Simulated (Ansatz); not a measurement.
# C3H6N2O: up Jacob's ladder to CCSD(T)

The task here is to estimate one member of a computed series from the others.

Method: functionals in def2-TZVPP, the program's frozen cores in correlated methods; program: Ansatz 0.2.0, Gaussian basis.

Levels to be run: LDA (SPW92), PBE-D4, revPBE-D4, BLYP-D4, r2SCAN-D4, B97M-V, PBE0-D4, B3LYP-D4, r2SCANh-D4, r2SCAN0-D4, HSE06-D4, BHLYP-D4, CAM-B3LYP-D4, LC-ωPBE, ωB97X-V, ωB97M-V, B2PLYP, PBE-QIDH; CCSD(T)/def2-SVP; CCSD(T)/def2-TZVPP; MP2/def2-QZVPP; extrapolation to the limit; RPA on PBE.

### Structure used throughout

The geometry comes from an earlier relaxation with PBE0-D4 in a triple-zeta def2 set; it is a stationary point, not always the lowest conformer.

12 atoms, charge 0, spin multiplicity 1.

Atoms are counted from 1 here; the program's logs count them from 0.

Bond lengths: C1–C2 1.497 Å, C1–H7 1.092 Å, C1–H8 1.091 Å, C1–H9 1.088 Å, C2–N3 1.342 Å, C2–N4 1.295 Å, N3–H10 1.006 Å, N3–H11 1.002 Å, N4–C5 1.371 Å, C5–O6 1.213 Å, C5–H12 1.104 Å. Angles: C2–C1–H7 111.2°, C2–C1–H8 109.2°, C2–C1–H9 110.7°, H7–C1–H8 109.4°, H7–C1–H9 110.0°, H8–C1–H9 106.3°, C1–C2–N3 115.5°, C1–C2–N4 127.0°, N3–C2–N4 117.4°, C2–N3–H10 118.5°, C2–N3–H11 121.7°, H10–N3–H11 119.8°, C2–N4–C5 120.7°, N4–C5–O6 127.8°, N4–C5–H12 111.6°, O6–C5–H12 120.6°.

Set-up of the first run:

Contents of in.yaml:

```yaml
crystal:
  periodic: [false, false, false]
  atoms:
    - {symbol: C, position_ang: [-0.626809, -0.696074, -0.824673]}
    - {symbol: C, position_ang: [0.306994, -0.281818, 0.269989]}
    - {symbol: N, position_ang: [1.128772, -1.240871, 0.722402]}
    - {symbol: N, position_ang: [0.386575, 0.884278, 0.827944]}
    - {symbol: C, position_ang: [-0.292597, 1.956509, 0.309700]}
    - {symbol: O, position_ang: [-0.675375, 2.114020, -0.830006]}
    - {symbol: H, position_ang: [-0.756090, -1.779954, -0.843206]}
    - {symbol: H, position_ang: [-0.226683, -0.363075, -1.783539]}
    - {symbol: H, position_ang: [-1.592540, -0.208056, -0.710899]}
    - {symbol: H, position_ang: [1.779721, -1.008875, 1.452915]}
    - {symbol: H, position_ang: [1.080673, -2.180885, 0.378604]}
    - {symbol: H, position_ang: [-0.435539, 2.749699, 1.064869]}
basis:
  gaussian: {orbitals: def2-TZVPP}
hamiltonian: {xc: lda}
output: {orbitals: {seedname: orbitals}}
```

Among the steps run: LDA; PBE-D4 (GGA); revPBE-D4 (GGA); BLYP-D4 (GGA); r2SCAN-D4 (meta-GGA); B97M-V (meta-GGA); PBE0-D4 (hybrid); B3LYP-D4 (hybrid); r2SCANh-D4 (hybrid); r2SCAN0-D4 (hybrid); HSE06-D4 (hybrid); BHLYP-D4 (hybrid); CAM-B3LYP-D4 (range-separated); LC-ωPBE (range-separated); ωB97X-V (range-separated); ωB97M-V (range-separated); B2PLYP (double hybrid); PBE-QIDH (double hybrid).

One table of the session follows, with a row left open; its other results are not shown here.

It belongs to the step «Orbital energies across the functionals». 

```
  functional  HOMO (eV)  gap (eV)
 LDA (SPW92)      -5.57      3.48
      PBE-D4      -5.37      3.56
   revPBE-D4      -5.29      3.58
     BLYP-D4      -5.30      3.60
   r2SCAN-D4      -5.67      4.05
      B97M-V      -5.82      4.32
     PBE0-D4      -6.99      6.17
    B3LYP-D4      -6.75      5.69
  r2SCANh-D4      -6.28      5.03
  r2SCAN0-D4      -7.21      6.51
    HSE06-D4      -6.58      5.38
    BHLYP-D4      -8.49      8.83
CAM-B3LYP-D4          ?         ?
     LC-ωPBE      -9.79     11.27
     ωB97X-V      -9.47     10.91
     ωB97M-V      -9.43     10.79
```

Q: Estimate the row for CAM-B3LYP-D4 from the others.

**Answer.** HOMO (eV): -8.48; gap (eV): 8.80. In the column «HOMO (eV)» it lies between BHLYP-D4 (-8.49) and r2SCAN0-D4 (-7.21).
